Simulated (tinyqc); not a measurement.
Inside a calculation (part 1 of 2). Method: UHF in the sto-6g basis, for OH+, spin multiplicity 3. Computed by tinyqc, a small Python program that keeps every step (integrals from PySCF). Settings: charge = 1, multiplicity = 3, basis = sto-6g, energy threshold = 1e-09, iteration cap = 65, orthogonalisation = canonical, start = core, DIIS depth = 8, damping = 0.5, method = UHF. Command: `OMP_NUM_THREADS=1 python tinyqc.py 24894 24895 out.jsonl` (the two numbers bound the seeds that draw the settings). One thread of a shared host (Intel(R) Xeon(R) Processor @ 2.60GHz), about 0.6 s of CPU time with the checks. Later iterations appear only in the table of the cycle.

## One-electron integrals

Geometry (angstrom):
```
atom       x       y       z
O     0.0000  0.0000  0.0000
H     0.0000  0.0000  1.8040
```

Basis sto-6g: exponents (1/bohr^2) and contraction coefficients of normalised primitives:
```
element  l (shell)   exponent  coefficient
O            s (1)  1355.5842       0.0092
O            s (1)   248.5449       0.0494
O            s (1)    69.5339       0.1685
O            s (1)    23.8868       0.3706
O            s (1)     9.2759       0.4165
O            s (1)     3.8203       0.1303
O            s (2)    52.1878      -0.0133
O            s (2)    10.3293      -0.0470
O            s (2)     3.2103      -0.0338
O            s (2)     1.2351       0.2502
O            s (2)     0.5364       0.5951
O            s (2)     0.2459       0.2407
O            p (3)    52.1878       0.0038
O            p (3)    10.3293       0.0377
O            p (3)     3.2103       0.1739
O            p (3)     1.2351       0.4180
O            p (3)     0.5364       0.4259
O            p (3)     0.2459       0.1017
H            s (1)    35.5232       0.0092
H            s (1)     6.5131       0.0494
H            s (1)     1.8221       0.1685
H            s (1)     0.6260       0.3706
H            s (1)     0.2431       0.4165
H            s (1)     0.1001       0.1303
```

Overlap, kinetic and nuclear-attraction integrals over the contracted functions; the nuclear repulsion is the sum of Za Zb / Rab.

nuclear repulsion = 2.346684 hartree

overlap S, order 1O 1s, 1O 2s, 1O 2px, 1O 2py, 1O 2pz, 2H 1s:
$$\begin{pmatrix}
1.0000 & 0.2311 & 0.0000 & 0.0000 & 0.0000 & 0.0078 \\
0.2311 & 1.0000 & 0.0000 & 0.0000 & 0.0000 & 0.1159 \\
0.0000 & 0.0000 & 1.0000 & 0.0000 & 0.0000 & 0.0000 \\
0.0000 & 0.0000 & 0.0000 & 1.0000 & 0.0000 & 0.0000 \\
0.0000 & 0.0000 & 0.0000 & 0.0000 & 1.0000 & 0.1191 \\
0.0078 & 0.1159 & 0.0000 & 0.0000 & 0.1191 & 1.0000
\end{pmatrix}$$

kinetic energy T (hartree), order 1O 1s, 1O 2s, 1O 2px, 1O 2py, 1O 2pz, 2H 1s:
$$\begin{pmatrix}
29.3272 & -0.8960 & 0.0000 & 0.0000 & 0.0000 & -0.0030 \\
-0.8960 & 0.8426 & 0.0000 & 0.0000 & 0.0000 & -0.0178 \\
0.0000 & 0.0000 & 2.5313 & 0.0000 & 0.0000 & 0.0000 \\
0.0000 & 0.0000 & 0.0000 & 2.5313 & 0.0000 & 0.0000 \\
0.0000 & 0.0000 & 0.0000 & 0.0000 & 2.5313 & 0.0004 \\
-0.0030 & -0.0178 & 0.0000 & 0.0000 & 0.0004 & 0.7685
\end{pmatrix}$$

nuclear attraction V (hartree), order 1O 1s, 1O 2s, 1O 2px, 1O 2py, 1O 2pz, 2H 1s:
$$\begin{pmatrix}
-61.5517 & -6.2191 & 0.0000 & 0.0000 & -0.0046 & -0.2388 \\
-6.2191 & -9.2937 & 0.0000 & 0.0000 & -0.0552 & -0.6903 \\
0.0000 & 0.0000 & -9.2858 & 0.0000 & 0.0000 & 0.0000 \\
0.0000 & 0.0000 & 0.0000 & -9.2858 & 0.0000 & 0.0000 \\
-0.0046 & -0.0552 & 0.0000 & 0.0000 & -9.3082 & -0.6105 \\
-0.2388 & -0.6903 & 0.0000 & 0.0000 & -0.6105 & -3.5836
\end{pmatrix}$$

core Hamiltonian H = T + V (hartree), order 1O 1s, 1O 2s, 1O 2px, 1O 2py, 1O 2pz, 2H 1s:
$$\begin{pmatrix}
-32.2245 & -7.1151 & 0.0000 & 0.0000 & -0.0046 & -0.2418 \\
-7.1151 & -8.4510 & 0.0000 & 0.0000 & -0.0552 & -0.7081 \\
0.0000 & 0.0000 & -6.7545 & 0.0000 & 0.0000 & 0.0000 \\
0.0000 & 0.0000 & 0.0000 & -6.7545 & 0.0000 & 0.0000 \\
-0.0046 & -0.0552 & 0.0000 & 0.0000 & -6.7769 & -0.6101 \\
-0.2418 & -0.7081 & 0.0000 & 0.0000 & -0.6101 & -2.8151
\end{pmatrix}$$

## Two-electron integrals

Functions are numbered as in S; the eight-fold symmetry (ij|kl) = (ji|kl) = (kl|ij) leaves the list below.

Two-electron integrals (ij|kl) in chemists' order, unique and non-zero (hartree):
```
(11|11) 4.7875     (21|11) 0.6759     (21|21) 0.1215     (22|11) 1.1174
(22|21) 0.2492     (22|22) 0.8174     (31|31) 0.0258     (32|31) 0.0391
(32|32) 0.1807     (33|11) 1.1174     (33|21) 0.2492     (33|22) 0.8174
(33|33) 0.8807     (41|41) 0.0258     (42|41) 0.0391     (42|42) 0.1807
(43|43) 0.0475     (44|11) 1.1174     (44|21) 0.2492     (44|22) 0.8174
(44|33) 0.7857     (44|44) 0.8807     (51|51) 0.0258     (52|51) 0.0391
(52|52) 0.1807     (53|53) 0.0475     (54|54) 0.0475     (55|11) 1.1174
(55|21) 0.2492     (55|22) 0.8174     (55|33) 0.7857     (55|44) 0.7857
(55|55) 0.8807     (61|11) 0.0241     (61|21) 0.0042     (61|22) 0.0084
(61|33) 0.0084     (61|44) 0.0084     (61|51) 2.06e-04   (61|52) 4.07e-04
(61|55) 0.0084     (61|61) 1.46e-04   (62|11) 0.0788     (62|21) 0.0179
(62|22) 0.0678     (62|33) 0.0666     (62|44) 0.0666     (62|51) 0.0014
(62|52) 0.0117     (62|55) 0.0701     (62|61) 0.0006     (62|62) 0.0081
(63|31) 0.0017     (63|32) 0.0104     (63|53) 0.0023     (63|63) 0.0010
(64|41) 0.0017     (64|42) 0.0104     (64|54) 0.0023     (64|64) 0.0010
(65|11) 0.0670     (65|21) 0.0154     (65|22) 0.0619     (65|33) 0.0595
(65|44) 0.0595     (65|51) 0.0027     (65|52) 0.0197     (65|55) 0.0667
(65|61) 0.0006     (65|62) 0.0090     (65|65) 0.0107     (66|11) 0.2930
(66|21) 0.0677     (66|22) 0.2922     (66|33) 0.2853     (66|44) 0.2853
(66|51) 0.0046     (66|52) 0.0537     (66|55) 0.3060     (66|61) 0.0023
(66|62) 0.0515     (66|65) 0.0640     (66|66) 0.7750
```

## Orthogonalisation

S = U s U^T; canonical form X = U s^(-1/2), so that X^T S X = 1. Each column of U has its largest component positive (the first on a tie).

eigenvalues of S: [0.7384, 0.8926, 1.0000, 1.0000, 1.1004, 1.2686]

X, order 1O 1s, 1O 2s, 1O 2px, 1O 2py, 1O 2pz, 2H 1s:
$$\begin{pmatrix}
-0.6991 & 0.4007 & 0.0000 & 0.0000 & -0.3555 & 0.5303 \\
0.8055 & -0.1643 & 0.0000 & 0.0000 & -0.1733 & 0.6047 \\
0.0000 & 0.0000 & 1.0000 & -0.0048 & 0.0000 & 0.0000 \\
0.0000 & 0.0000 & 0.0048 & 1.0000 & 0.0000 & 0.0000 \\
0.1929 & 0.7172 & 0.0000 & 0.0000 & 0.6632 & 0.1524 \\
-0.4238 & -0.6469 & 0.0000 & 0.0000 & 0.5590 & 0.3438
\end{pmatrix}$$

Within a degenerate level the vectors are fixed only up to a rotation; this is one choice.

## Starting guess

The start is the orbitals of the core Hamiltonian; D(s) = C_occ C_occ^T for each spin.

D(alpha) at the start, order 1O 1s, 1O 2s, 1O 2px, 1O 2py, 1O 2pz, 2H 1s:
$$\begin{pmatrix}
1.0568 & -0.2459 & 0.0000 & 0.0000 & -0.0018 & 0.0106 \\
-0.2459 & 1.0650 & 0.0000 & 0.0000 & 0.0092 & -0.0434 \\
0.0000 & 0.0000 & 1.0000 & 0.0000 & 0.0000 & 0.0000 \\
0.0000 & 0.0000 & 0.0000 & 1.0000 & 0.0000 & 0.0000 \\
-0.0018 & 0.0092 & 0.0000 & 0.0000 & 1.0097 & -0.0519 \\
0.0106 & -0.0434 & 0.0000 & 0.0000 & -0.0519 & 0.0044
\end{pmatrix}$$

D(beta) at the start, order 1O 1s, 1O 2s, 1O 2px, 1O 2py, 1O 2pz, 2H 1s:
$$\begin{pmatrix}
1.0568 & -0.2459 & 0.0000 & 0.0000 & -0.0018 & 0.0106 \\
-0.2459 & 1.0650 & 0.0000 & 0.0000 & 0.0092 & -0.0434 \\
0.0000 & 0.0000 & 0.0000 & 0.0000 & 0.0000 & 0.0000 \\
0.0000 & 0.0000 & 0.0000 & 0.0000 & 0.0000 & 0.0000 \\
-0.0018 & 0.0092 & 0.0000 & 0.0000 & 1.0097 & -0.0519 \\
0.0106 & -0.0434 & 0.0000 & 0.0000 & -0.0519 & 0.0044
\end{pmatrix}$$

## Iteration 1: building the Fock matrix

J_ij = sum D_kl (ij|kl) with D = D(alpha) + D(beta), K_ij = sum D_kl (ik|jl) for each spin; F = H + J - K(s); E = tr D H + tr D J / 2 - 0.5 sum_s tr D(s) K(s) + E_nn.

Coulomb J (hartree), order 1O 1s, 1O 2s, 1O 2px, 1O 2py, 1O 2pz, 2H 1s:
$$\begin{pmatrix}
16.3011 & 2.8360 & 0.0000 & 0.0000 & 0.0005 & 0.0984 \\
2.8360 & 7.1213 & 0.0000 & 0.0000 & 0.0008 & 0.5659 \\
0.0000 & 0.0000 & 7.0897 & 0.0000 & 0.0000 & 0.0000 \\
0.0000 & 0.0000 & 0.0000 & 7.0897 & 0.0000 & 0.0000 \\
0.0005 & 0.0008 & 0.0000 & 0.0000 & 7.1845 & 0.5095 \\
0.0984 & 0.5659 & 0.0000 & 0.0000 & 0.5095 & 2.3502
\end{pmatrix}$$

exchange K(alpha) (hartree), order 1O 1s, 1O 2s, 1O 2px, 1O 2py, 1O 2pz, 2H 1s:
$$\begin{pmatrix}
4.9339 & 0.7925 & 0.0000 & 0.0000 & 0.0001 & 0.0302 \\
0.7925 & 1.4135 & 0.0000 & 0.0000 & 0.0010 & 0.0962 \\
0.0000 & 0.0000 & 1.1753 & 0.0000 & 0.0000 & 0.0000 \\
0.0000 & 0.0000 & 0.0000 & 1.1753 & 0.0000 & 0.0000 \\
0.0001 & 0.0010 & 0.0000 & 0.0000 & 1.1760 & 0.0661 \\
0.0302 & 0.0962 & 0.0000 & 0.0000 & 0.0661 & 0.0137
\end{pmatrix}$$

exchange K(beta) (hartree), order 1O 1s, 1O 2s, 1O 2px, 1O 2py, 1O 2pz, 2H 1s:
$$\begin{pmatrix}
4.8824 & 0.7142 & 0.0000 & 0.0000 & 0.0001 & 0.0268 \\
0.7142 & 1.0521 & 0.0000 & 0.0000 & 0.0010 & 0.0753 \\
0.0000 & 0.0000 & 0.2472 & 0.0000 & 0.0000 & 0.0000 \\
0.0000 & 0.0000 & 0.0000 & 0.2472 & 0.0000 & 0.0000 \\
0.0001 & 0.0010 & 0.0000 & 0.0000 & 1.0811 & 0.0616 \\
0.0268 & 0.0753 & 0.0000 & 0.0000 & 0.0616 & 0.0118
\end{pmatrix}$$

F(alpha) (hartree), order 1O 1s, 1O 2s, 1O 2px, 1O 2py, 1O 2pz, 2H 1s:
$$\begin{pmatrix}
-20.8573 & -5.0716 & 0.0000 & 0.0000 & -0.0042 & -0.1736 \\
-5.0716 & -2.7432 & 0.0000 & 0.0000 & -0.0555 & -0.2384 \\
0.0000 & 0.0000 & -0.8401 & 0.0000 & 0.0000 & 0.0000 \\
0.0000 & 0.0000 & 0.0000 & -0.8401 & 0.0000 & 0.0000 \\
-0.0042 & -0.0555 & 0.0000 & 0.0000 & -0.7683 & -0.1667 \\
-0.1736 & -0.2384 & 0.0000 & 0.0000 & -0.1667 & -0.4786
\end{pmatrix}$$

F(beta) (hartree), order 1O 1s, 1O 2s, 1O 2px, 1O 2py, 1O 2pz, 2H 1s:
$$\begin{pmatrix}
-20.8058 & -4.9933 & 0.0000 & 0.0000 & -0.0042 & -0.1702 \\
-4.9933 & -2.3819 & 0.0000 & 0.0000 & -0.0555 & -0.2175 \\
0.0000 & 0.0000 & 0.0880 & 0.0000 & 0.0000 & 0.0000 \\
0.0000 & 0.0000 & 0.0000 & 0.0880 & 0.0000 & 0.0000 \\
-0.0042 & -0.0555 & 0.0000 & 0.0000 & -0.6734 & -0.1622 \\
-0.1702 & -0.2175 & 0.0000 & 0.0000 & -0.1622 & -0.4767
\end{pmatrix}$$

total energy of this density = -74.505661 hartree

This density is the starting one.

## Iteration 1: diagonalisation and new density

Diagonalise F' = X^T F X, C = X C', fill 5 alpha and 3 beta electrons from the bottom; D(s) = C_occ C_occ^T; the new density keeps 0.5 of the old one (damping). Each column has its largest component positive (the first on a tie).

F' = X^T F X (alpha) (hartree):
$$\begin{pmatrix}
-6.3045 & 3.8501 & 0.0000 & 0.0000 & -4.0278 & 6.4827 \\
3.8501 & -3.1459 & 0.0000 & 0.0000 & 2.6908 & -4.8305 \\
0.0000 & 0.0000 & -0.8401 & 0.0000 & 0.0000 & 0.0000 \\
0.0000 & 0.0000 & 0.0000 & -0.8401 & 0.0000 & 0.0000 \\
-4.0278 & 2.6908 & 0.0000 & 0.0000 & -3.8250 & 5.4355 \\
6.4827 & -4.8305 & 0.0000 & 0.0000 & 5.4355 & -10.3854
\end{pmatrix}$$

orbital energies (alpha) (hartree): MO1 -20.8608, MO2 -1.5989, MO3 -0.8401, MO4 -0.8401, MO5 -0.7785, MO6 -0.4228

coefficients C (alpha), order 1O 1s, 1O 2s, 1O 2px, 1O 2py, 1O 2pz, 2H 1s:
$$\begin{pmatrix}
0.9967 & -0.2501 & 0.0000 & 0.0000 & 0.0213 & 0.0203 \\
0.0139 & 1.0239 & 0.0000 & 0.0000 & -0.0950 & -0.1170 \\
0.0000 & 0.0000 & 0.9429 & -0.3330 & 0.0000 & 0.0000 \\
0.0000 & 0.0000 & 0.3330 & 0.9429 & 0.0000 & 0.0000 \\
0.0004 & 0.0668 & 0.0000 & 0.0000 & 0.9540 & -0.3163 \\
-0.0010 & 0.0112 & 0.0000 & 0.0000 & 0.2005 & 0.9942
\end{pmatrix}$$

F' = X^T F X (beta) (hartree):
$$\begin{pmatrix}
-6.1422 & 3.8254 & 0.0000 & 0.0000 & -4.0573 & 6.6413 \\
3.8254 & -3.0901 & 0.0000 & 0.0000 & 2.7391 & -4.8427 \\
0.0000 & 0.0000 & 0.0880 & 0.0000 & 0.0000 & 0.0000 \\
0.0000 & 0.0000 & 0.0000 & 0.0880 & 0.0000 & 0.0000 \\
-4.0573 & 2.7391 & 0.0000 & 0.0000 & -3.7577 & 5.3817 \\
6.6413 & -4.8427 & 0.0000 & 0.0000 & 5.3817 & -10.1758
\end{pmatrix}$$

orbital energies (beta) (hartree): MO1 -20.8076, MO2 -1.2571, MO3 -0.6890, MO4 -0.4120, MO5 0.0880, MO6 0.0880

coefficients C (beta), order 1O 1s, 1O 2s, 1O 2px, 1O 2py, 1O 2pz, 2H 1s:
$$\begin{pmatrix}
0.9976 & -0.2448 & 0.0326 & 0.0239 & 0.0000 & 0.0000 \\
0.0100 & 1.0161 & -0.1460 & -0.1322 & 0.0000 & 0.0000 \\
0.0000 & 0.0000 & 0.0000 & 0.0000 & -0.0449 & 0.9990 \\
0.0000 & 0.0000 & 0.0000 & 0.0000 & 0.9990 & 0.0449 \\
0.0003 & 0.0957 & 0.9221 & -0.3940 & 0.0000 & 0.0000 \\
-0.0007 & 0.0448 & 0.2787 & 0.9742 & 0.0000 & 0.0000
\end{pmatrix}$$

D(alpha) after iteration 1, order 1O 1s, 1O 2s, 1O 2px, 1O 2py, 1O 2pz, 2H 1s:
$$\begin{pmatrix}
1.0566 & -0.2451 & 0.0000 & 0.0000 & 0.0011 & 0.0055 \\
-0.2451 & 1.0614 & 0.0000 & 0.0000 & -0.0065 & -0.0255 \\
0.0000 & 0.0000 & 1.0000 & 0.0000 & 0.0000 & 0.0000 \\
0.0000 & 0.0000 & 0.0000 & 1.0000 & 0.0000 & 0.0000 \\
0.0011 & -0.0065 & 0.0000 & 0.0000 & 0.9621 & 0.0701 \\
0.0055 & -0.0255 & 0.0000 & 0.0000 & 0.0701 & 0.0224
\end{pmatrix}$$

D(beta) after iteration 1, order 1O 1s, 1O 2s, 1O 2px, 1O 2py, 1O 2pz, 2H 1s:
$$\begin{pmatrix}
1.0565 & -0.2447 & 0.0000 & 0.0000 & 0.0026 & 0.0040 \\
-0.2447 & 1.0595 & 0.0000 & 0.0000 & -0.0141 & -0.0193 \\
0.0000 & 0.0000 & 0.0000 & 0.0000 & 0.0000 & 0.0000 \\
0.0000 & 0.0000 & 0.0000 & 0.0000 & 0.0000 & 0.0000 \\
0.0026 & -0.0141 & 0.0000 & 0.0000 & 0.9346 & 0.1047 \\
0.0040 & -0.0193 & 0.0000 & 0.0000 & 0.1047 & 0.0420
\end{pmatrix}$$

Within a degenerate level the vectors are fixed only up to a rotation; this is one choice.

## Iteration 2: building the Fock matrix

As before.

Coulomb J (hartree), order 1O 1s, 1O 2s, 1O 2px, 1O 2py, 1O 2pz, 2H 1s:
$$\begin{pmatrix}
16.2140 & 2.8171 & 0.0000 & 0.0000 & -0.0003 & 0.0978 \\
2.8171 & 7.0702 & 0.0000 & 0.0000 & 0.0021 & 0.5643 \\
0.0000 & 0.0000 & 7.0406 & 0.0000 & 0.0000 & 0.0000 \\
0.0000 & 0.0000 & 0.0000 & 7.0406 & 0.0000 & 0.0000 \\
-0.0003 & 0.0021 & 0.0000 & 0.0000 & 7.1293 & 0.5095 \\
0.0978 & 0.5643 & 0.0000 & 0.0000 & 0.5095 & 2.3890
\end{pmatrix}$$

exchange K(alpha) (hartree), order 1O 1s, 1O 2s, 1O 2px, 1O 2py, 1O 2pz, 2H 1s:
$$\begin{pmatrix}
4.9325 & 0.7909 & 0.0000 & 0.0000 & 0.0001 & 0.0304 \\
0.7909 & 1.4075 & 0.0000 & 0.0000 & -0.0015 & 0.1075 \\
0.0000 & 0.0000 & 1.1734 & 0.0000 & 0.0000 & 0.0000 \\
0.0000 & 0.0000 & 0.0000 & 1.1734 & 0.0000 & 0.0000 \\
0.0001 & -0.0015 & 0.0000 & 0.0000 & 1.1506 & 0.1024 \\
0.0304 & 0.1075 & 0.0000 & 0.0000 & 0.1024 & 0.0443
\end{pmatrix}$$

exchange K(beta) (hartree), order 1O 1s, 1O 2s, 1O 2px, 1O 2py, 1O 2pz, 2H 1s:
$$\begin{pmatrix}
4.8802 & 0.7116 & 0.0000 & 0.0000 & 0.0001 & 0.0271 \\
0.7116 & 1.0416 & 0.0000 & 0.0000 & -0.0049 & 0.0904 \\
0.0000 & 0.0000 & 0.2440 & 0.0000 & 0.0000 & 0.0000 \\
0.0000 & 0.0000 & 0.0000 & 0.2440 & 0.0000 & 0.0000 \\
0.0001 & -0.0049 & 0.0000 & 0.0000 & 1.0362 & 0.1079 \\
0.0271 & 0.0904 & 0.0000 & 0.0000 & 0.1079 & 0.0622
\end{pmatrix}$$

F(alpha) (hartree), order 1O 1s, 1O 2s, 1O 2px, 1O 2py, 1O 2pz, 2H 1s:
$$\begin{pmatrix}
-20.9429 & -5.0889 & 0.0000 & 0.0000 & -0.0051 & -0.1744 \\
-5.0889 & -2.7883 & 0.0000 & 0.0000 & -0.0515 & -0.2513 \\
0.0000 & 0.0000 & -0.8872 & 0.0000 & 0.0000 & 0.0000 \\
0.0000 & 0.0000 & 0.0000 & -0.8872 & 0.0000 & 0.0000 \\
-0.0051 & -0.0515 & 0.0000 & 0.0000 & -0.7982 & -0.2029 \\
-0.1744 & -0.2513 & 0.0000 & 0.0000 & -0.2029 & -0.4704
\end{pmatrix}$$

F(beta) (hartree), order 1O 1s, 1O 2s, 1O 2px, 1O 2py, 1O 2pz, 2H 1s:
$$\begin{pmatrix}
-20.8906 & -5.0096 & 0.0000 & 0.0000 & -0.0050 & -0.1711 \\
-5.0096 & -2.4224 & 0.0000 & 0.0000 & -0.0482 & -0.2342 \\
0.0000 & 0.0000 & 0.0422 & 0.0000 & 0.0000 & 0.0000 \\
0.0000 & 0.0000 & 0.0000 & 0.0422 & 0.0000 & 0.0000 \\
-0.0050 & -0.0482 & 0.0000 & 0.0000 & -0.6838 & -0.2085 \\
-0.1711 & -0.2342 & 0.0000 & 0.0000 & -0.2085 & -0.4883
\end{pmatrix}$$

total energy of this density = -74.546931 hartree

This density is a damped mixture and is not idempotent.

## Iteration 2: DIIS over 2 matrices

error matrix X^T (FDS - SDF) X (alpha):
$$\begin{pmatrix}
0.0000 & -0.0147 & 0.0000 & 0.0000 & 0.0455 & 0.0286 \\
0.0147 & 0.0000 & 0.0000 & 0.0000 & 0.0523 & 0.0325 \\
0.0000 & 0.0000 & 0.0000 & 0.0000 & 0.0000 & 0.0000 \\
0.0000 & 0.0000 & 0.0000 & 0.0000 & 0.0000 & 0.0000 \\
-0.0455 & -0.0523 & 0.0000 & 0.0000 & 0.0000 & 0.0016 \\
-0.0286 & -0.0325 & 0.0000 & 0.0000 & -0.0016 & 0.0000
\end{pmatrix}$$

B (overlaps of the stored error matrices):
$$\begin{pmatrix}
4.8496711e-02 & 3.9690900e-02 \\
3.9690900e-02 & 3.3214556e-02
\end{pmatrix}$$

Minimise |sum c_i e_i|^2 with sum c_i = 1: solve [B -1; -1 0][c; lambda] = [0; -1] with B_ij = tr e_i^T e_j summed over both spins, and take F = sum c_i F_i.

DIIS coefficients: [-2.7802, 3.7802]

extrapolated F(alpha) (hartree), order 1O 1s, 1O 2s, 1O 2px, 1O 2py, 1O 2pz, 2H 1s:
$$\begin{pmatrix}
-21.1810 & -5.1370 & 0.0000 & 0.0000 & -0.0075 & -0.1768 \\
-5.1370 & -2.9138 & 0.0000 & 0.0000 & -0.0406 & -0.2871 \\
0.0000 & 0.0000 & -1.0183 & 0.0000 & 0.0000 & 0.0000 \\
0.0000 & 0.0000 & 0.0000 & -1.0183 & 0.0000 & 0.0000 \\
-0.0075 & -0.0406 & 0.0000 & 0.0000 & -0.8813 & -0.3037 \\
-0.1768 & -0.2871 & 0.0000 & 0.0000 & -0.3037 & -0.4474
\end{pmatrix}$$

extrapolated F(beta) (hartree), order 1O 1s, 1O 2s, 1O 2px, 1O 2py, 1O 2pz, 2H 1s:
$$\begin{pmatrix}
-21.1265 & -5.0549 & 0.0000 & 0.0000 & -0.0072 & -0.1738 \\
-5.0549 & -2.5352 & 0.0000 & 0.0000 & -0.0279 & -0.2804 \\
0.0000 & 0.0000 & -0.0851 & 0.0000 & 0.0000 & 0.0000 \\
0.0000 & 0.0000 & 0.0000 & -0.0851 & 0.0000 & 0.0000 \\
-0.0072 & -0.0279 & 0.0000 & 0.0000 & -0.7126 & -0.3373 \\
-0.1738 & -0.2804 & 0.0000 & 0.0000 & -0.3373 & -0.5207
\end{pmatrix}$$

## Iteration 2: diagonalisation and new density

As before.

F' = X^T F X (alpha) (hartree):
$$\begin{pmatrix}
-6.4392 & 4.0169 & 0.0000 & 0.0000 & -4.0873 & 6.5153 \\
4.0169 & -3.1259 & 0.0000 & 0.0000 & 2.6656 & -4.9049 \\
0.0000 & 0.0000 & -1.0183 & 0.0000 & 0.0000 & 0.0000 \\
0.0000 & 0.0000 & 0.0000 & -1.0183 & 0.0000 & 0.0000 \\
-4.0873 & 2.6656 & 0.0000 & 0.0000 & -4.0118 & 5.4767 \\
6.5153 & -4.9049 & 0.0000 & 0.0000 & 5.4767 & -10.6133
\end{pmatrix}$$

orbital energies (alpha) (hartree): MO1 -21.1842, MO2 -1.7654, MO3 -1.0183, MO4 -1.0183, MO5 -0.9444, MO6 -0.2961

coefficients C (alpha), order 1O 1s, 1O 2s, 1O 2px, 1O 2py, 1O 2pz, 2H 1s:
$$\begin{pmatrix}
0.9969 & -0.2491 & 0.0000 & 0.0000 & 0.0218 & 0.0246 \\
0.0132 & 1.0212 & 0.0000 & 0.0000 & -0.1021 & -0.1337 \\
0.0000 & 0.0000 & 1.0000 & -0.0032 & 0.0000 & 0.0000 \\
0.0000 & 0.0000 & 0.0032 & 1.0000 & 0.0000 & 0.0000 \\
0.0005 & 0.0487 & 0.0000 & 0.0000 & 0.9086 & -0.4321 \\
-0.0009 & 0.0365 & 0.0000 & 0.0000 & 0.3205 & 0.9616
\end{pmatrix}$$

F' = X^T F X (beta) (hartree):
$$\begin{pmatrix}
-6.2596 & 4.0098 & 0.0000 & 0.0000 & -4.0864 & 6.6972 \\
4.0098 & -3.0334 & 0.0000 & 0.0000 & 2.7740 & -4.8868 \\
0.0000 & 0.0000 & -0.0851 & 0.0000 & 0.0000 & 0.0000 \\
0.0000 & 0.0000 & 0.0000 & -0.0851 & 0.0000 & 0.0000 \\
-4.0864 & 2.7740 & 0.0000 & 0.0000 & -3.9625 & 5.4012 \\
6.6972 & -4.8868 & 0.0000 & 0.0000 & 5.4012 & -10.4089
\end{pmatrix}$$

orbital energies (beta) (hartree): MO1 -21.1281, MO2 -1.4103, MO3 -0.8520, MO4 -0.2740, MO5 -0.0851, MO6 -0.0851

coefficients C (beta), order 1O 1s, 1O 2s, 1O 2px, 1O 2py, 1O 2pz, 2H 1s:
$$\begin{pmatrix}
0.9978 & -0.2426 & 0.0378 & 0.0304 & 0.0000 & 0.0000 \\
0.0093 & 1.0079 & -0.1760 & -0.1563 & 0.0000 & 0.0000 \\
0.0000 & 0.0000 & 0.0000 & 0.0000 & 1.0000 & -0.0004 \\
0.0000 & 0.0000 & 0.0000 & 0.0000 & 0.0004 & 1.0000 \\
0.0004 & 0.0621 & 0.8058 & -0.6012 & 0.0000 & 0.0000 \\
-0.0006 & 0.0999 & 0.4961 & 0.8790 & 0.0000 & 0.0000
\end{pmatrix}$$

D(alpha) after iteration 2, order 1O 1s, 1O 2s, 1O 2px, 1O 2py, 1O 2pz, 2H 1s:
$$\begin{pmatrix}
1.0564 & -0.2442 & 0.0000 & 0.0000 & 0.0046 & 0.0013 \\
-0.2442 & 1.0574 & 0.0000 & 0.0000 & -0.0248 & -0.0105 \\
0.0000 & 0.0000 & 1.0000 & 0.0000 & 0.0000 & 0.0000 \\
0.0000 & 0.0000 & 0.0000 & 1.0000 & 0.0000 & 0.0000 \\
0.0046 & -0.0248 & 0.0000 & 0.0000 & 0.8950 & 0.1815 \\
0.0013 & -0.0105 & 0.0000 & 0.0000 & 0.1815 & 0.0632
\end{pmatrix}$$

D(beta) after iteration 2, order 1O 1s, 1O 2s, 1O 2px, 1O 2py, 1O 2pz, 2H 1s:
$$\begin{pmatrix}
1.0562 & -0.2433 & 0.0000 & 0.0000 & 0.0092 & -0.0010 \\
-0.2433 & 1.0532 & 0.0000 & 0.0000 & -0.0466 & -0.0030 \\
0.0000 & 0.0000 & 0.0000 & 0.0000 & 0.0000 & 0.0000 \\
0.0000 & 0.0000 & 0.0000 & 0.0000 & 0.0000 & 0.0000 \\
0.0092 & -0.0466 & 0.0000 & 0.0000 & 0.7939 & 0.2553 \\
-0.0010 & -0.0030 & 0.0000 & 0.0000 & 0.2553 & 0.1491
\end{pmatrix}$$

Within a degenerate level the vectors are fixed only up to a rotation; this is one choice.
